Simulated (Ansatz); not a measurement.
**Worked example: H3Si–GeH, triplet against H₃Si–GeH, singlet**

Geometry (PBE0/def2-TZVP stationary point of a singlet), kept for both states (H3Si–GeH, singlet: A'; H3Si–GeH, triplet: A''):

```xyz
6

Si    0.0000    0.0278    1.7126
Ge    0.0000   -0.0307   -0.7441
H     0.0000    1.3481    2.4004
H     1.1976   -0.7339    2.1785
H    -1.1976   -0.7339    2.1785
H     0.0000    1.5581   -0.8556
```

Basis cc-pVDZ; Ansatz 0.2.0. Correlated methods freeze the noble-gas cores and the filled d shells of p-block atoms. Prefix R: restricted or restricted open-shell reference. No spin–orbit coupling is included, and no scalar relativity.

Full CI isn't at hand for all of this; RCCSDT(Q) serves as the reference, and is uncertain by about the last step of the cluster series.

```json
{"level": "RCCSD(T)", "E(H3Si–GeH, singlet) (hartree)": "-2366.777981", "E(H3Si–GeH, triplet) (hartree)": "-2366.738878"}
{"level": "PBE", "E(H3Si–GeH, singlet) (hartree)": "-2368.334015", "E(H3Si–GeH, triplet) (hartree)": "-2368.292863"}
{"level": "B3LYP", "E(H3Si–GeH, singlet) (hartree)": "-2368.882682", "E(H3Si–GeH, triplet) (hartree)": "-2368.837608"}
{"level": "RCCSDT(Q)", "E(H3Si–GeH, singlet) (hartree)": "-2366.779416", "E(H3Si–GeH, triplet) (hartree)": "-2366.740358"}
```

Question: Give the vertical gap, H3Si–GeH triplet less H3Si–GeH singlet, at each level in eV (1 hartree = 27.2114 eV), and each error against RCCSDT(Q).

Answer: RCCSDT(Q): (-2366.740358 − (-2366.779416)) × 27.2114 = 1.063 eV (the reference)
B3LYP: (-2368.837608 − (-2368.882682)) × 27.2114 = 1.227 eV, error 0.164 eV
PBE: (-2368.292863 − (-2368.334015)) × 27.2114 = 1.120 eV, error 0.057 eV
RCCSD(T): (-2366.738878 − (-2366.777981)) × 27.2114 = 1.064 eV, error 0.001 eV

Total energies of functionals can't be set beside those of wave-function methods, since they hold the core's correlation and their own absolute errors; only the differences compare.

In so small a basis the reference is far from its limit while semilocal and hybrid functionals are nearer theirs, so the functionals' errors here hold much of the reference's basis and frozen-core error, which can add to them or hide them.

Each level lands on the state that its own search finds. T1 diagnostics of restricted CCSD: 0.014 and 0.023.
